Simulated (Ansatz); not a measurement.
**Structure relaxation of Cu2Re**

Method: DFT PBE, scalar-relativistic, plane waves, PAW (Ansatz 0.2.0). Cutoff 420 eV, Γ-centred k mesh, Gaussian smearing, no spin polarisation in the final step.

Cu2Re was placed on the fluorite structure type (Fm-3m, No. 225), with Re in place of Ca, Cu in place of F, at a guessed volume.

```
CELL_PARAMETERS angstrom
0.00000 2.69332 2.69332
2.69332 0.00000 2.69332
2.69332 2.69332 0.00000
ATOMIC_POSITIONS crystal
Cu 0.25000 0.25000 0.25000
Cu 0.75000 0.75000 0.75000
Re 0.00000 0.00000 0.00000
```

Cell and atoms relax at zero pressure; the relaxation can't lower the symmetry of the start. After a coarse first stage the cell is made exact in the group found at 0.06 Å.

Formation energies are uncorrected and refer to the elements' standard structures at the same level.

(1) What does it relax into?

(2) What are its volume, energy, density and gap?

## Answers

(1) It keeps Fm-3m (No. 225). The result has the fluorite structure. Conventional cell: a = 5.748 Å. Cu has 4 Re at 2.49 Å and 6 Cu at 2.87 Å; Re is coordinated by 8 Cu at 2.49 Å.

```
Cu Re
1.0
     0.00000    2.87391    2.87391
     2.87391    0.00000    2.87391
     2.87391    2.87391    0.00000
Cu Re
2 1
Cartesian
  1.4370 1.4370 1.4370
  4.3109 4.3109 4.3109
  0.0000 0.0000 0.0000
```

(2) The volume per atom is 15.82 Å³. The density is 10.96 g/cm³, the energy over the elements is 1.24 eV/atom and the gap on the 14×14×14 mesh is 0 eV (a metal).

The final run used a 14×14×14 mesh on its 3-atom cell and 0.10 eV smearing. For metals, differences of a few meV/atom aren't resolved. Spin–orbit coupling is left out. Symmetry constrained the relaxation, so the result can be a saddle point. The steps took of the order of 30 core-seconds in all.

Cost: 3 runs of about 0.55 core-minutes in all, on Arm Neoverse V1 (shared hosts).